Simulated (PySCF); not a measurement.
Working out the electron affinity of Si

Si⁻ [Ne] 3s2 3p3 (4S) → Si [Ne] 3s2 3p2 (3P). Calculation: PySCF 2.14, in aug-cc-pCVTZ-DK (8s7p5d3f, 75 functions); scalar relativity by spin-free X2C-1e. Frozen: nothing. Energies in hartree (1 hartree = 27.21139 eV):

```tsv
part	Si⁻ (lower)	Si (upper)
UHF	-289.490353	-289.459292
MP2 opposite-spin	-0.286657	-0.279290
MP2 same-spin	-0.109866	-0.097771
```

What does Hartree-Fock give?

(-289.459292) − (-289.490353) = 0.031061 hartree = 0.845 eV.

What do MP2 and SCS-MP2 (6/5 opposite-spin, 1/3 same-spin) give?

The opposite-spin parts differ by 0.200 eV and the same-spin parts by 0.329 eV. MP2: 0.845 + (0.200) + (0.329) = 1.374 eV. SCS-MP2: 0.845 + 1.2 × (0.200) + (0.329)/3 = 1.195 eV.

A first-order spin-orbit estimate adds -0.016 eV to MP2 (all electrons), giving 1.358 eV against 1.390 eV (measured; photodetachment measurements, as compiled on the Wikipedia data page of electron affinities).

What remains against the reference includes basis incompleteness and correlation beyond second order.
